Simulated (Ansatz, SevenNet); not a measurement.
Volume per atom (Å³/atom) of solids drawn from the class of elemental solids other than molecular ones, at two levels: the machine-learned potential SevenNet-0 (trained on PBE and PBE+U data), and r²SCAN (Ansatz, a quantum-chemistry and plane-wave program, plane waves, PAW).

```csv
solid,SevenNet-0,r²SCAN,shift (%)
hcp Lu,29.55,29.01,-1.8
hcp Mg,22.96,22.57,-1.7
hcp Be,7.94,7.91,-0.4
double-hcp La,37.08,37.27,+0.5
hcp Tc,14.60,14.20,-2.7
hcp Ru,13.95,13.49,-3.3
hcp Zr,23.48,23.50,+0.1
hcp Ti,17.41,17.31,-0.6
hcp Zn,15.47,14.47,-6.5
```

The shifts run from -6.5 % to +0.5 %, with a median of -1.7 %.

Of 9 rows, r²SCAN is the larger in 2 and the smaller in 7.

Ansatz's runs of these crystals have no spin polarisation. Meta-GGAs and exact exchange favour moments, which can bear on hcp Ti.

Spin–orbit coupling is left out, also for the solids with elements from indium on (hcp Lu, double-hcp La); its size isn't shown.

Ansatz's density-functional and Hartree–Fock values are scalar-relativistic unless marked +SOC, with PAW data made under PBE.
